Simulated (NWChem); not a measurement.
## Lowest excitation of water (H$_{2}$O)

```xyz
3

O      0.0000     0.0000     0.1226
H      0.7577     0.0000    -0.4905
H     -0.7577     0.0000    -0.4905
```
Charge 0, spin multiplicity 1.

All runs are NWChem calculations. All single points use one geometry, from PBE/def2-SVP, a minimum by its harmonic frequencies.

Basis set: def2-SVPD.

The correlated methods keep 1 core orbital frozen. B3LYP has NWChem's definition, with VWN1-RPA local correlation. Coupled-cluster values serve here as a point of comparison, not as the truth.

Problem. For the lowest vertical singlet excitation energy, TD-LDA (SVWN5) gives 7.02 eV and TD-B3LYP gives 7.29 eV. What do TD-PBE, EOM-CCSD, CIS give?

Solution. TD-PBE: 6.90 eV; EOM-CCSD: 7.71 eV; CIS: 8.92 eV.
